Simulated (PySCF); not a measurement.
## Vibration and rotation of NH⁺

PBE0 constants of NH⁺, ⁴Σ⁻ (quartet), unpaired electrons σ ↑, π ↑↑ (PySCF, no relativity, basis sets H def2-TZVP, N def2-TZVP; masses 1.0078 and 14.0031 u):

| Quantity | Value |
| --- | --- |
| ωe | 2640.2 cm⁻¹ |
| ωexe | 96.3 cm⁻¹ |
| Be | 14.838 cm⁻¹ |
| αe | 0.802 cm⁻¹ |
| De to H⁺ + N | 3.71 eV |

(1) What force constant and bond length do these constants imply?

(2) Estimate the centrifugal constant D from the Kratzer relation and find the Dunham coefficient a1.

For an ion De counts to the pair picked by the measured ionisation energies or electron affinities, which need not be the lowest pair at this level. The state was picked by a PBE0 search and need not be the measured ground state.

Results:

(1) Reduced mass μred = 0.94016 u; k = 5.8918×10⁻⁷·μred·ωe² (u, cm⁻¹, mdyn/Å) = 3.86 mdyn/Å; Re = √(16.8576/(μred·Be)) (u, cm⁻¹, Å) = 1.099 Å.

(2) D = 4Be³/ωe² = 0.00187 cm⁻¹; a1 = −1 − αeωe/(6Be²) = -2.60.
